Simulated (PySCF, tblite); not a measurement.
methanol and 2 × hydrogen fluoride

A gas-phase complex of methanol and 2 × hydrogen fluoride; neutral, singlet. The structure comes from a short search (6 tight-binding starts) and was relaxed by PBE0-D3(BJ)/def2-SVPD; another way of binding may lie lower. Frequencies by PBE0-D3(BJ)/def2-SVPD show no clear imaginary mode.

Parts: 1 = methanol (CO), atoms 1–6; 2 = hydrogen fluoride (F), atoms 7–8; 3 = hydrogen fluoride (F), atoms 9–10.

```xyz
10

C    -0.877    0.127    0.300
O     0.050   -0.757   -0.309
H    -1.326   -0.338    1.189
H    -0.401    1.079    0.581
H    -1.667    0.325   -0.433
H     0.815   -0.887    0.271
F     2.808   -0.285   -0.026
H     2.551   -0.085   -0.912
F     1.460    0.046   -2.147
H     0.770   -0.269   -1.530
```
Atoms count from 1 in this order.

Contacts between parts, classed by geometry: H10···O2 1.499 Å (hydrogen bond, 163°); H8···F9 1.652 Å (hydrogen bond, 154°); H6···F7 2.103 Å (hydrogen bond, 129°).

Interaction energies are complex less parts, with the parts frozen as they stand in it; counterpoise-corrected, in kcal/mol (PySCF).

Task: Give the interaction energy at each level run.

Result: 
| level | interaction | superposition error removed |
| --- | --- | --- |
| wB97M-D3(BJ)/def2-TZVPD | -21.72 | -0.22 |
| PBE0-D3(BJ)/def2-TZVPD | -23.42 | -0.21 |
| RI-MP2/def2-TZVPD | -19.55 | -1.68 |

Task: What holds them together? Decompose the wB97M-D3(BJ)/def2-TZVPD energy: frozen parts, their antisymmetrised product, then relaxation.

Result: electrostatic -40.2, Pauli repulsion +47.4, orbital relaxation -27.1, dispersion correction -2.1 kcal/mol, which sum to the value before the counterpoise correction; the Pauli term holds the exchange-correlation of the frozen density too. Of the attraction, 58 % is electrostatic, 39 % is orbital relaxation, 3 % is dispersion correction.

Task: Are the pair energies additive?

Result: The pairs sum to -16.89 kcal/mol (1–2 -3.3, 1–3 -9.9, 2–3 -3.7); the rest of -4.83 is a many-body strengthening.

The parts were also relaxed and run alone, at the levels used for the complex: vibrations by PBE0-D3(BJ)/def2-SVPD; shieldings by PBE0/pcSseg-2; core levels by delta-SCF with SCAN, pcX-2 on the ionised atom and pcseg-1 elsewhere, spin-free X2C.

Task: How do these values change when the complex forms?

Result: 
```tsv
property	alone	in the complex	change
F9–H10 bond (Å)	0.920	0.979	+0.059
stretch carried by H10 (cm⁻¹, harmonic)	4151	2942	-1209
its infrared intensity (km/mol)	127	1662	
shielding of H10 (ppm)	29.19	19.61	-9.58
shielding of O2 (ppm)	328.4	310.8	-17.6
shielding of H8 (ppm)	29.19	24.04	-5.15
shielding of F9 (ppm)	410.9	369.4	-41.5
O2 1s core level (eV)	539.00	540.27	+1.26
F7 1s core level (eV)	694.12	693.02	-1.09
F9 1s core level (eV)	694.12	692.65	-1.47
```

Density functionals tend to overstate the lengthening and the red shift of so strongly bound an X–H bond.

Task: What are the binding energy from relaxed parts (wB97M-D3(BJ)/def2-TZVPD), and ΔH and ΔG of association at 298.15 K and 1 atm?

Result: -19.57 kcal/mol, -14.85 with zero-point energy; ΔH -16.6 and ΔG +0.7 kcal/mol, from harmonic vibrations by PBE0-D3(BJ)/def2-SVPD with low modes damped.

The 6 runs behind this took 6.1 min in all, one thread each of Intel Xeon 6975P-C on a shared host, launched as `OMP_NUM_THREADS=1 python cluster_run.py task.json out`.
